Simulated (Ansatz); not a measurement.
**H2S (triplet): the correlation ladder at distance H1–H2 along a hydrogen transfer = 1.343 Å, cc-pVTZ**

How much of the correlation energy of H2S (triplet) does each wave-function method recover here?

Program: Ansatz 0.2.0, Gaussian basis. Level of theory: cc-pVTZ, core rule «outside noble gas», up to 5 orbitals frozen. These are calculated values, not measurements.

Plan: UHF; CCSD(T) on ROHF; CCSD(T) on UHF; BCCD(T) on ROHF; CISD; CCSDT(Q) on ROHF; CCSDT(Q) on UHF; CASSCF and MRCISD+Q, 4 electrons in 4 orbitals; CASSCF and NEVPT2, 4 electrons in 4 orbitals; CASSCF and MRCISD+Q, 8 electrons in 6 orbitals; CASSCF and NEVPT2, 8 electrons in 6 orbitals.

4 further runs of the same task are left out: 4 that didn't finish.

## Step 1: What is computed

The geometry derives from fragments relaxed apart (PBE0/def2-TZVP) and kept rigid, so it is no stationary point. A hydrogen atom is moved between rigid fragments.

3 atoms, charge 0, spin multiplicity 3.

Atoms are counted from 1 here; the program's logs count them from 0.

Bond lengths: H2–S3 1.380 Å.

## Step 2: UHF

in.yaml

```yaml
crystal:
  periodic: [false, false, false]
  atoms:
    - {symbol: H, position_ang: [0.000000, 0.000000, -1.355333]}
    - {symbol: H, position_ang: [0.000000, 0.000000, -0.012333]}
    - {symbol: S, position_ang: [0.000000, 0.000000, 1.367667]}
basis:
  gaussian: {orbitals: cc-pVTZ}
magnetization: {spin_polarized: true, initial_magnetization: 2}
hamiltonian: {xc: hf}
output: {orbitals: {seedname: orbitals}}
```

Command:

```
> ansatz run in.yaml --threads 1 --pin off --events-out ev --progress --plain --max-ram 2393MiB
```

The runs that follow: CCSD(T) on ROHF; CCSD(T) on UHF; BCCD(T) on ROHF; CISD; CCSDT(Q) on ROHF; CCSDT(Q) on UHF; CASSCF and MRCISD+Q, 4 electrons in 4 orbitals; CASSCF and NEVPT2, 4 electrons in 4 orbitals; CASSCF and MRCISD+Q, 8 electrons in 6 orbitals; CASSCF and NEVPT2, 8 electrons in 6 orbitals.

Q: Predict the results of all the runs planned. Wanted: UCCSDT(Q) below the RHF energy; RMP2 from UCCSDT(Q); UMP2 from UCCSDT(Q); RCCSD from UCCSDT(Q); RCCSD(T) from UCCSDT(Q); UCCSD(T) from UCCSDT(Q); RCCSDT(Q) from UCCSDT(Q); NEVPT2 pair from UCCSDT(Q); NEVPT2 valence from UCCSDT(Q).

**Answer**, as computed:

| quantity | value |
| --- | --- |
| UCCSDT(Q) below the RHF energy | -5.4064 eV |
| RMP2 from UCCSDT(Q) | +20.93 kcal/mol |
| UMP2 from UCCSDT(Q) | +21.24 kcal/mol |
| RCCSD from UCCSDT(Q) | +5.07 kcal/mol |
| RCCSD(T) from UCCSDT(Q) | +0.72 kcal/mol |
| UCCSD(T) from UCCSDT(Q) | +0.72 kcal/mol |
| RCCSDT(Q) from UCCSDT(Q) | +0.02 kcal/mol |
| NEVPT2 pair from UCCSDT(Q) | +20.69 kcal/mol |
| NEVPT2 valence from UCCSDT(Q) | +26.28 kcal/mol |
| MRCISD+Q valence from UCCSDT(Q) | +1.18 kcal/mol |
| levels within 1 kcal/mol (43 meV) | RCCSD(T), UCCSD(T), BCCD(T), RCCSDT, UCCSDT, RCCSDT(Q) |
| T1 diagnostic | 0.025 |
| effectively unpaired electrons | 2.01 |

**Reading.** RCCSD(T) misses by +0.72 kcal/mol, 0.6 % of the correlation energy. One determinant dominates. Of the multireference levels listed MRCISD+Q valence comes nearest in total energy (+1.18 kcal/mol), which doesn't show that its space is the better one. These misses are within one basis, not against nature; the frozen cores of restricted and unrestricted runs differ, which can shift their rows.
